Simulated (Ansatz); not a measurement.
Breaking a bond in NH3 (ammonia)

The species is NH3 (4 atoms), meant as a singlet with charge 0. As SMILES, `N`. Geometry: relaxed at PBE0-D4/def2-TZVP.

```xyz
4

N    -0.0699    0.2495    0.1109
H     0.4905   -0.3018    0.7492
H    -0.8875   -0.3019   -0.1189
H     0.4669    0.3543   -0.7412
```

The N1–H2 distance is scanned; the parts on either side stay rigid. Basis 3-21G, 1 core orbital frozen in the correlated methods; program Ansatz 0.2.0. FCI is exact within this basis and core. Energies in eV from each method's value at 1.013 Å; methods without a U are spin-restricted. The shape above is that at 1.013 Å.

**Question.** At 2.53 Å, estimate the order of these methods by their error in the energy rise against FCI, smallest first.
A. CCSD(T)
B. CCSD
C. MP2

**Answer.** A (0.13 eV), B (0.21 eV), C (1.47 eV).

```
distance (Å)   MP2  CCSD  CCSD(T)   FCI
       1.013  0.00  0.00     0.00  0.00
       1.266  0.75  0.69     0.68  0.67
       1.519  2.12  1.93     1.89  1.89
       2.025  4.45  3.75     3.60  3.61
       2.531  5.63  4.37     4.02  4.16
```
